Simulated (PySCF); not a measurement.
# CF₄ + H₂O → H₂CO + 2 F₂

Level: PBE in the def2-TZVP basis family, all electrons, no relativity, computed in PySCF with density fitting; open shells unrestricted.

| species | state and structure | E (Eh) | ZPE (kJ/mol) | H(298 K) − H(0) (kJ/mol) | S° (J/(mol K)) |
| --- | --- | --- | --- | --- | --- |
| CF₄ | singlet, Td, C–F 1.337 Å (×4) | -437.27681 | 42.4 | 13.0 | 263.3 |
| H₂O | singlet, C2v, O–H 0.971 Å (×2); H–O–H 104.3° | -76.37680 | 54.3 | 9.9 | 189.0 |
| H₂CO | singlet, C2v, C–H 1.119 Å (×2), C–O 1.208 Å; H–C–H 115.8°, H–C–O 122.1° (×2) | -114.41947 | 67.3 | 10.0 | 218.9 |
| F₂ | singlet, D∞h, F–F 1.413 Å | -199.42304 | 6.0 | 8.8 | 202.5 |

Problem. What is the electronic reaction energy?

Solution. At PBE/def2-TZVP, ΔE = 1018.9 kJ/mol from the differences of the total energies times 2625.5, uphill. 

Problem. Add zero-point, thermal and entropy terms for 298.15 K and 1 bar.

Solution. ΔZPE = -17.4 and Δ[H(298) − H(0)] = 4.7 kJ/mol give ΔH° = 1006.2 kJ/mol. ΔS° = 171.6 J/(mol K), so ΔG° = 1006.2 − 298.15 × (0.1716) = 955 kJ/mol.

Only the bonding shown was studied: isomers, or loss of a ligand pair, can lie lower.
